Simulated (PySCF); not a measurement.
CH, SMILES [CH] (connectivity only; charge and spin as stated), charge +1, multiplicity 1. The structure is a stationary point at PBE0-D3(BJ)/def2-TZVPD.

TDDFT-CAM-B3LYP/def2-TZVPD (PySCF) puts the lowest singlet excitations at 2.69, 2.69, 12.54, 13.47, 13.47, 15.70 eV.

What are the lowest excitation roots from PySCF with ADC(2)/aug-cc-pVDZ? (The exact figures need the calculation; the answer reports its results.)

2.98, 2.98, 13.20, 14.79, 14.79, 16.23 eV. S1 differs by 0.29 eV (second minus first; roots are paired by order, and the bases may differ).
